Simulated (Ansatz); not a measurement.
Frontier orbitals of the F⁻ ion.

The species carries charge -1 and has multiplicity 1. A free ion. Basis def2-TZVPPD, Ansatz.

| functional | HOMO (eV) | LUMO (eV) |
| --- | --- | --- |
| HSE06 (plane-wave form) | 0.24 | 8.16 |

Problem. Give HOMO and LUMO (eV) with LDA (SPW92), PBE, revPBE, BLYP, r2SCAN, B97M-V, PBE0, B3LYP, r2SCANh, r2SCAN0, BHLYP, CAM-B3LYP, LC-ωPBE, ωB97X-V, ωB97M-V, HF. (Estimate.)

Solution. Ansatz gave: 
| functional | HOMO | LUMO |
| --- | --- | --- |
| LDA (SPW92) | 1.29 | 7.84 |
| PBE | 1.48 | 7.86 |
| revPBE | 1.55 | 7.88 |
| BLYP | 1.46 | 7.82 |
| r2SCAN | 1.27 | 8.57 |
| B97M-V | 1.06 | 7.95 |
| PBE0 | -0.18 | 8.50 |
| B3LYP | 0.00 | 8.20 |
| r2SCANh | 0.62 | 8.73 |
| r2SCAN0 | -0.39 | 8.96 |
| BHLYP | -1.97 | 8.92 |
| CAM-B3LYP | -1.85 | 9.07 |
| LC-ωPBE | -3.10 | 10.09 |
| ωB97X-V | -2.80 | 10.01 |
| ωB97M-V | -2.81 | 9.53 |
| HF | -4.93 | 10.23 |

B3LYP here is the variant with VWN-RPA as its local correlation; programs differ in this. LC-ωPBE has ω = 0.4 bohr⁻¹. Positive LUMOs are unbound and depend on the basis. A positive HOMO means that the functional doesn't bind the extra electron.
